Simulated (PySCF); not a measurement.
PySCF job for Si(F)4 anion (F4Si), SMILES F[Si](F)(F)F (connectivity only; charge and spin as stated), charge -1, multiplicity 2, B3LYP/pcH-1. Geometry optimised at PBE0-D3(BJ)/def2-SVPD. The multiplicity is an assumed one; other spin states were not compared. The isomer is the one that the SMILES or the coordinates give; other isomers of the formula were not compared.

```python
import numpy as np
from pyscf import gto, scf, dft
from pyscf.prop.hfc import uks as hfc
from pyscf.prop.gtensor import uks as gtensor

mol = gto.M(
    atom='''
    F     0.00000001    1.70501709   -0.48844859
    Si    0.00000000    0.00000000   -0.30216878
    F    -0.00000000   -1.70501709   -0.48844859
    F     1.31640866   -0.00000001    0.72346875
    F    -1.31640868    0.00000001    0.72346874
    ''',
    basis='pcH-1',
    charge=-1,
    spin=1,
    max_memory=1600,
    verbose=3,
)
mf = dft.UKS(mol, xc='b3lyp').density_fit(auxbasis='def2-universal-jkfit')
mf.grids.level = 3
mf.conv_tol = 1e-10
mf.max_cycle = 100
mf.kernel()
fine, coarse = mf.grids, dft.Grids(mol).set(level=1).build(with_non0tab=True)
for _ in range(3):  # follow internal instabilities
    mf.grids = coarse
    mo, _, stable, _ = mf.stability(return_status=True, nroots=4)
    mf.grids = fine
    if stable:
        break
    mf.kernel(mf.make_rdm1(mo, mf.mo_occ))
A = hfc.HFC(mf).make_fcdip(mf.make_rdm1())  # Fermi contact and dipolar terms, MHz
print('atom   A(iso)/MHz   principal dipolar parts/MHz')
for i, a in enumerate(A):
    w = np.linalg.eigvalsh((a + a.T) / 2)
    print(f'{mol.atom_symbol(i):2s}{i + 1:3d} {w.mean():12.2f}', (w - w.mean()).round(2))
gt = gtensor.GTensor(mf)
gt.dia_soc2e, gt.para_soc2e, gt.so_eff_charge = None, None, True
gt.max_cycle_cphf = 60
g = gt.kernel()
```

Program output:

```

WARN: HOMO -0.164209675435586 >= LUMO -0.164209675435416

converged SCF energy = -689.133610670753  <S^2> = 0.75124852  2S+1 = 2.0012481
<class 'pyscf.df.df_jk.DFUKS'> wavefunction is stable in the internal stability analysis
atom   A(iso)/MHz   principal dipolar parts/MHz
F   1       847.70 [-221.13 -205.98  427.11]
Si  2     -1348.86 [-89.36  41.29  48.08]
F   3       847.70 [-221.13 -205.98  427.11]
F   4       196.33 [-63.29 -63.18 126.47]
F   5       196.33 [-63.29 -63.18 126.47]
SOC(1e)/OZ [-0.00022111 -0.00313802 -0.00121426]
free electron g 2.00231930436182
g-tensor total [2.00200378 1.99909991 2.00101344]
g-shift (ppt) [-0.31552383 -3.21939375 -1.30586126]
```

Self-consistency was reached.

Cost: very roughly 60 core-seconds.
